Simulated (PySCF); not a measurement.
Compound: 4-methyloxazole, C4H5NO.
InChI=1S/C4H5NO/c1-4-2-6-3-5-4/h2-3H,1H3

Theory: CAM-B3LYP/def2-SVPD in PySCF (dipole) on a GFN2-xTB geometry, gas phase.

Take the most abundant isotopes and a rigid rotor. 

**Question.** Give the principal moments of inertia and the rotational constants in GHz.

**Answer.** Ia = 53.46, Ib = 141.48, Ic = 191.82 u·Å²; 505379 MHz·u·Å²/I gives 9453, 3572 and 2635 MHz, that is A = 9.4530, B = 3.5720, C = 2.6347 GHz.

**Question.** What kind of rotor is it?

**Answer.** An asymmetric top: κ = (2 × 3572 − 9453 − 2635)/(9453 − 2635) = -0.73.

**Question.** Is it planar, by Δ = Ic − Ia − Ib?

**Answer.** Not planar: Δ = Ic − Ia − Ib = -3.13 u·Å². For a rigid frame Δ = −2 Σ m c², so Σ m c² = 1.56 u·Å² lies off the ab plane, practically all of it from hydrogen. The atom farthest from that plane is 1.03 Å away.

**Question.** Give the coordinates in the principal-axis frame, origin at the centre of mass.

**Answer.** The sense of each axis is arbitrary; atoms in the order of the calculation.
```tsv
atom	mass (u)	a (Å)	b (Å)	c (Å)
C1	12.000	-2.191	0.030	0.002
C2	12.000	-0.707	0.043	-0.005
C3	12.000	0.164	1.091	-0.002
O4	15.995	1.424	0.596	0.003
C5	12.000	1.263	-0.730	0.002
N6	14.003	0.031	-1.114	-0.003
H7	1.008	-2.561	0.015	1.027
H8	1.008	-2.583	0.913	-0.496
H9	1.008	-2.545	-0.866	-0.500
H10	1.008	0.039	2.154	-0.005
H11	1.008	2.127	-1.362	0.002
```

**Question.** List the rotational levels J(Ka,Kc) to J = 4 (MHz).

**Answer.** Above 0(0,0):
J = 1: 1(0,1) 6207, 1(1,1) 12088, 1(1,0) 13025
J = 2: 2(0,2) 18517, 2(1,2) 23564, 2(1,1) 26376, 2(2,1) 44019, 2(2,0) 44122
J = 3: 3(0,3) 36731, 3(1,3) 40716, 3(1,2) 46333, 3(2,2) 62639, 3(2,1) 63147, 3(3,1) 94449, 3(3,0) 94456
J = 4: 4(0,4) 60592, 4(1,4) 63481, 4(1,3) 72805, 4(2,3) 87385, 4(2,2) 88859, 4(3,2) 119462, 4(3,1) 119512, 4(4,1) 163743, 4(4,0) 163743
Those of J = 1 are B + C, A + C and A + B.

**Question.** Which lines would a microwave search look for?

**Answer.** The dipole components are |μa| = 0.15 D, |μb| = 1.38 D, |μc| = 0.02 D. Intensities carry the squares of the components, which stand as 0.01 : 1.00 : 0.00 (a : b : c). Some lines, for components of 0.1 D or more:

```json
{"type": "a", "branch": "Q", "J(Ka,Kc)": "3(2,1) ← 3(2,2)", "MHz": "509", "lower level (cm⁻¹)": "2.089"}
{"type": "a", "branch": "Q", "J(Ka,Kc)": "1(1,0) ← 1(1,1)", "MHz": "937", "lower level (cm⁻¹)": "0.403"}
{"type": "b", "branch": "R", "J(Ka,Kc)": "3(1,2) ← 2(2,1)", "MHz": "2314", "lower level (cm⁻¹)": "1.468"}
{"type": "a", "branch": "Q", "J(Ka,Kc)": "2(1,1) ← 2(1,2)", "MHz": "2812", "lower level (cm⁻¹)": "0.786"}
{"type": "a", "branch": "Q", "J(Ka,Kc)": "3(1,2) ← 3(1,3)", "MHz": "5617", "lower level (cm⁻¹)": "1.358"}
{"type": "a", "branch": "R", "J(Ka,Kc)": "1(0,1) ← 0(0,0)", "MHz": "6207", "lower level (cm⁻¹)": "0.000"}
{"type": "b", "branch": "R", "J(Ka,Kc)": "2(0,2) ← 1(1,1)", "MHz": "6429", "lower level (cm⁻¹)": "0.403"}
{"type": "b", "branch": "Q", "J(Ka,Kc)": "1(1,0) ← 1(0,1)", "MHz": "6818", "lower level (cm⁻¹)": "0.207"}
{"type": "b", "branch": "Q", "J(Ka,Kc)": "2(1,1) ← 2(0,2)", "MHz": "7859", "lower level (cm⁻¹)": "0.618"}
{"type": "b", "branch": "Q", "J(Ka,Kc)": "3(1,2) ← 3(0,3)", "MHz": "9602", "lower level (cm⁻¹)": "1.225"}
{"type": "a", "branch": "R", "J(Ka,Kc)": "2(1,2) ← 1(1,1)", "MHz": "11476", "lower level (cm⁻¹)": "0.403"}
{"type": "a", "branch": "R", "J(Ka,Kc)": "2(0,2) ← 1(0,1)", "MHz": "12310", "lower level (cm⁻¹)": "0.207"}
{"type": "b", "branch": "R", "J(Ka,Kc)": "3(0,3) ← 2(1,2)", "MHz": "13168", "lower level (cm⁻¹)": "0.786"}
{"type": "a", "branch": "R", "J(Ka,Kc)": "2(1,1) ← 1(1,0)", "MHz": "13351", "lower level (cm⁻¹)": "0.434"}
{"type": "b", "branch": "Q", "J(Ka,Kc)": "3(2,1) ← 3(1,2)", "MHz": "16814", "lower level (cm⁻¹)": "1.546"}
{"type": "a", "branch": "R", "J(Ka,Kc)": "3(1,3) ← 2(1,2)", "MHz": "17153", "lower level (cm⁻¹)": "0.786"}
{"type": "b", "branch": "R", "J(Ka,Kc)": "2(1,2) ← 1(0,1)", "MHz": "17357", "lower level (cm⁻¹)": "0.207"}
{"type": "b", "branch": "Q", "J(Ka,Kc)": "2(2,0) ← 2(1,1)", "MHz": "17746", "lower level (cm⁻¹)": "0.880"}
{"type": "a", "branch": "R", "J(Ka,Kc)": "3(2,1) ← 2(2,0)", "MHz": "19025", "lower level (cm⁻¹)": "1.472"}
{"type": "b", "branch": "Q", "J(Ka,Kc)": "2(2,1) ← 2(1,2)", "MHz": "20455", "lower level (cm⁻¹)": "0.786"}
{"type": "b", "branch": "Q", "J(Ka,Kc)": "3(2,2) ← 3(1,3)", "MHz": "21923", "lower level (cm⁻¹)": "1.358"}
{"type": "b", "branch": "R", "J(Ka,Kc)": "3(1,3) ← 2(0,2)", "MHz": "22200", "lower level (cm⁻¹)": "0.618"}
{"type": "b", "branch": "R", "J(Ka,Kc)": "2(2,1) ← 1(1,0)", "MHz": "30994", "lower level (cm⁻¹)": "0.434"}
{"type": "b", "branch": "Q", "J(Ka,Kc)": "3(3,0) ← 3(2,1)", "MHz": "31308", "lower level (cm⁻¹)": "2.106"}
{"type": "b", "branch": "R", "J(Ka,Kc)": "3(2,2) ← 2(1,1)", "MHz": "36263", "lower level (cm⁻¹)": "0.880"}
{"type": "b", "branch": "R", "J(Ka,Kc)": "3(2,1) ← 2(1,2)", "MHz": "39584", "lower level (cm⁻¹)": "0.786"}
{"type": "b", "branch": "R", "J(Ka,Kc)": "3(3,1) ← 2(2,0)", "MHz": "50327", "lower level (cm⁻¹)": "1.472"}
{"type": "b", "branch": "R", "J(Ka,Kc)": "3(3,0) ← 2(2,1)", "MHz": "50437", "lower level (cm⁻¹)": "1.468"}
```

Stationary, but not proved a minimum. Zero-point vibration and centrifugal distortion are left out. A rigid rotor knows nothing of internal rotation, which can split or shift real lines. Quadrupole hyperfine structure (14N) is left out.
